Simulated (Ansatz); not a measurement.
Input file:

```yaml
crystal:
  periodic: [false, false, false]
  atoms:
    - {symbol: Ge, position_ang: [0.002329, -0.123668, 2.751996]}
    - {symbol: Ge, position_ang: [0.001489, -0.072427, 0.409707]}
    - {symbol: N, position_ang: [0.049466, -0.294314, -1.311590]}
    - {symbol: H, position_ang: [-0.053284, 0.490409, -1.850112]}
basis:
  gaussian: {orbitals: aug-cc-pVDZ}
magnetization: {spin_polarized: false}
correlation: {method: ccsd, electrons: outside_noble_gas}
```

```sh
$ ansatz run in.yaml --threads 1 --pin off --events-out ev --progress --plain --max-ram 2393MiB
```

The program prints:

```
1132 factors; integrals over basis functions are off by at most 8.7e-4 eV
mean field evaluation 1: about -114433.4032 eV, gradient 4.9e1 eV
mean field evaluation 2: about -114433.4222 eV, gradient 4.9e1 eV
mean field evaluation 4: about -114439.8557 eV, gradient 6.1e0 eV
mean field evaluation 8: about -114440.1196 eV, gradient 6.2e-1 eV
mean field evaluation 16: about -114439.8323 eV, gradient 6.1e0 eV
mean field evaluation 32: about -114440.0349 eV, gradient 8.7e-1 eV
mean field evaluation 64: about -114439.6222 eV, gradient 2.8e-1 eV
mean field evaluation 96: about -114427.6891 eV, gradient 8.1e0 eV
mean field evaluation 128: about -114432.2261 eV, gradient 1.3e1 eV
mean field evaluation 160: about -114433.6552 eV, gradient 3.8e-3 eV
mean field evaluation 192: about -114433.7380 eV, gradient 1.8e-3 eV
mean field evaluation 224: about -114426.3129 eV, gradient 2.4e1 eV
mean field evaluation 256: about -114389.8630 eV, gradient 1.0e2 eV
mean field -114440.12253843 eV, -4205.5969329863 hartree, gradient 3.3e-6 eV, S^2 0.000000; 6 other end points of the search recorded, 0 dependent functions left out; unrestricted orbitals would lower it
determinant -114440.12253843 eV, -4205.5969329863 hartree, with singles and doubles -114450.17420272 eV, -4205.9663248355 hartree
determinant -114439.62300752 eV, -4205.5785755637 hartree, with singles and doubles -114449.55053585 eV, -4205.9434055008 hartree
29 core orbitals not correlated: weight in the atoms' cores, before any rotation towards them, 0.998 or more for the frozen orbitals, at most 0.002 for the correlated occupied ones
reference -114440.12253843 eV, -4205.5969329863 hartree; 7, 7 occupied and 68, 68 virtual orbitals, 1132 factors
second order -9.44452194 eV of doubles, -0.00000000 eV of singles
cycle   1  -10.02974412 eV  change   -1.8e-1 eV  update   2.2e-2
cycle   2  -10.04206895 eV  change   -1.2e-2 eV  update   6.5e-3
cycle   3  -10.04066943 eV  change    1.4e-3 eV  update   3.9e-3
cycle   4  -10.04284308 eV  change   -2.2e-3 eV  update   2.0e-3
cycle   5  -10.04356044 eV  change   -7.2e-4 eV  update   1.2e-3
cycle   6  -10.04434400 eV  change   -7.8e-4 eV  update   5.1e-4
cycle   7  -10.04442436 eV  change   -8.0e-5 eV  update   2.4e-4
cycle   8  -10.04444120 eV  change   -1.7e-5 eV  update   9.4e-5
cycle   9  -10.04443165 eV  change    9.5e-6 eV  update   5.2e-5
cycle  10  -10.04441676 eV  change    1.5e-5 eV  update   2.8e-5
cycle  11  -10.04441062 eV  change    6.1e-6 eV  update   2.3e-5
cycle  12  -10.04441120 eV  change   -5.8e-7 eV  update   2.1e-5
cycle  13  -10.04441065 eV  change    5.4e-7 eV  update   1.9e-5
cycle  14  -10.04441256 eV  change   -1.9e-6 eV  update   1.8e-5
cycle  15  -10.04441308 eV  change   -5.2e-7 eV  update   1.6e-5
WARN: the results are in doubt because among natural orbitals full CI differs from the method by -0.110 eV
Total energy: -114450.16695151 eV, -4205.9660583587 hartree
In doubt: among natural orbitals full CI differs from the method by -0.110 eV
```

Ran on 1 thread of Arm Neoverse V2, shared host: 22 s wall, 0.32 GiB peak host memory.
